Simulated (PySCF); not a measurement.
## Name the molecule from its bond curve

A diatomic of charge 0 contains F (the partner may be the same element). Its singlet curve at BLYP in a double-zeta basis (no relativity, PySCF), in eV from the separated fragments:

| R (Å) | E (eV) |
| --- | --- |
| 1.240 | -1.007 |
| 1.298 | -1.839 |
| 1.355 | -2.347 |
| 1.399 | -2.563 |
| 1.442 | -2.671 |
| 1.485 | -2.692 |
| 1.543 | -2.618 |
| 1.615 | -2.410 |
| 1.702 | -2.058 |
| 1.817 | -1.517 |

The fit gives ωe = 1043 cm⁻¹ and the rotational constant Bₑ = 0.8149 cm⁻¹.

Which atom is the partner?

The minimum lies at 1.476 Å, so the reduced mass is 16.8576 u Å² cm⁻¹/(Bₑ·Re²) = 9.496 u. With F at 19.00 u the partner weighs about 19.0 u: F. The molecule is F2.

3-21G is very small, so such numbers show the basis as much as the molecule.
